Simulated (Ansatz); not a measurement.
The input, for Ansatz 0.2.0:

```yaml
crystal:
  periodic: [false, false, false]
  atoms:
    - {symbol: B, position_ang: [-0.143822, 0.000000, 0.112593]}
    - {symbol: B, position_ang: [0.099265, 0.000000, -1.388276]}
    - {symbol: H, position_ang: [0.044557, 0.000000, 1.275683]}
basis:
  gaussian: {orbitals: 6-31G}
magnetization: {spin_polarized: false, initial_magnetization: 3}
correlation: {method: ccsdtq, electrons: outside_noble_gas}
```

```sh
$ ansatz run in.yaml --threads 1 --pin off --events-out ev --progress --plain --max-ram 2393MiB
```

The program prints:

```
439 factors; integrals over basis functions are off by at most 1.6e-7 eV
mean field evaluation 1: about -1352.9643 eV, gradient 9.7e0 eV
mean field evaluation 2: about -1352.9708 eV, gradient 9.7e0 eV
mean field evaluation 4: about -1354.3866 eV, gradient 1.3e0 eV
mean field evaluation 8: about -1354.4213 eV, gradient 7.2e-2 eV
mean field evaluation 16: about -1354.4057 eV, gradient 5.0e-1 eV
mean field -1354.42136856 eV, -49.7740672348 hartree, gradient 2.3e-6 eV, S^2 3.750000; 0 other end points of the search recorded, 0 dependent functions left out
2 core orbitals not correlated: weight in the atoms' cores, before any rotation towards them, 1.000 or more for the frozen orbitals, at most 0.000 for the correlated occupied ones
reference -1354.42136856 eV, -49.7740672348 hartree; 5, 2 occupied and 13, 16 virtual orbitals, 439 factors
second order -1.76442444 eV of doubles, -0.02422755 eV of singles
cycle   1  -2.15714257 eV  change   -3.7e-1 eV  update   5.8e-2
cycle   2  -2.39933765 eV  change   -2.4e-1 eV  update   2.9e-2
cycle   3  -2.42270365 eV  change   -2.3e-2 eV  update   1.1e-2
cycle   4  -2.43118053 eV  change   -8.5e-3 eV  update   4.9e-3
cycle   5  -2.43165124 eV  change   -4.7e-4 eV  update   2.0e-3
cycle   6  -2.43111028 eV  change    5.4e-4 eV  update   8.2e-4
cycle   7  -2.43139690 eV  change   -2.9e-4 eV  update   3.3e-4
cycle   8  -2.43146846 eV  change   -7.2e-5 eV  update   1.2e-4
cycle   9  -2.43144964 eV  change    1.9e-5 eV  update   6.2e-5
cycle  10  -2.43143861 eV  change    1.1e-5 eV  update   2.4e-5
cycle  11  -2.43144110 eV  change   -2.5e-6 eV  update   1.0e-5
cycle  12  -2.43144791 eV  change   -6.8e-6 eV  update   4.9e-6
cycle  13  -2.43144944 eV  change   -1.5e-6 eV  update   1.8e-6
cycle  14  -2.43144891 eV  change    5.4e-7 eV  update   8.2e-7
cycle  15  -2.43144797 eV  change    9.4e-7 eV  update   4.2e-7
cycle  16  -2.43144766 eV  change    3.0e-7 eV  update   2.0e-7
Total energy: -1356.85281622 eV, -49.8634212883 hartree
```

For the same geometry and basis full CI lies 0.2 meV lower.

Ran on 1 thread of Arm Neoverse V1, shared host: 12 s wall, 0.16 GiB peak host memory.
